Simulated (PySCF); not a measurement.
## Si2: energy against distance

Set-up: basis Si pcseg-1; no relativity; PySCF 2.14. Energies in eV from Si + Si in their ground configurations at the same level. All curves are PBE0. state 1: ³Σg⁻ (triplet), unpaired electrons π ↑↑; state 2: ³Πu (triplet), unpaired electrons σ ↑, π ↑, a second solution, started from another occupation; state 3: Ms = 0 determinant of mixed spin (⟨S²⟩ near 1.0), unpaired electrons π ↑↓, a mixture of terms (⟨Lz²⟩ = 2.0), a second solution, started from another occupation; state 4: Ms = 0 determinant of mixed spin (⟨S²⟩ near 1.0), unpaired electrons σ ↑, π ↓, a second solution, started from another occupation.

| R (Å) | state 1 | state 2 | state 3 | state 4 |
| --- | --- | --- | --- | --- |
| 1.955 | -2.146 | -2.577 | -1.897 | -2.418 |
| 2.046 | -2.696 | -2.900 | -2.457 | -2.742 |
| 2.137 | -2.999 | -3.012 | -2.770 | -2.855 |
| 2.205 | -3.105 | -2.996 | -2.884 | -2.839 |
| 2.273 | -3.134 | -2.918 | -2.919 | -2.761 |
| 2.341 | -3.102 | -2.795 | -2.893 | -2.637 |
| 2.432 | -2.989 | -2.580 | -2.788 | -2.421 |
| 2.546 | -2.770 | -2.263 | -2.576 | -2.100 |
| 2.682 | -2.438 | -1.850 | -2.252 | -1.684 |
| 2.864 | -1.943 | -1.297 | -1.766 | -1.125 |

Question: Put a parabola through the three lowest points of the state 1 curve and estimate Re, k and ωe (reduced mass 13.99 u; 1 eV/Å² = 0.16022 mdyn/Å; ωe = 1302.8·√(k/μ) cm⁻¹).

Answer: Through R = 2.205, 2.273, 2.341 Å the second-order coefficient is 6.60 eV/Å², so Re ≈ 2.271 Å, k ≈ 2.11 mdyn/Å and ωe ≈ 506 cm⁻¹. A polynomial fit of higher order to the unrounded PBE0 energies gives Re = 2.268 Å, k = 2.12 mdyn/Å, ωe = 507 cm⁻¹; anharmonicity and rounding make the difference.

The higher-order fit for each curve: state 1: Re = 2.268 Å, ωe = 507 cm⁻¹, De = 3.13 eV; state 2: Re = 2.155 Å, ωe = 564 cm⁻¹, minimum 3.01 eV below the ground-state fragments; state 3: Re = 2.275 Å, ωe = 502 cm⁻¹, minimum 2.92 eV below the ground-state fragments; state 4: Re = 2.156 Å, ωe = 565 cm⁻¹, minimum 2.86 eV below the ground-state fragments.

The state is the lowest determinant that a PBE0 search found; another state may lie lower at other levels.
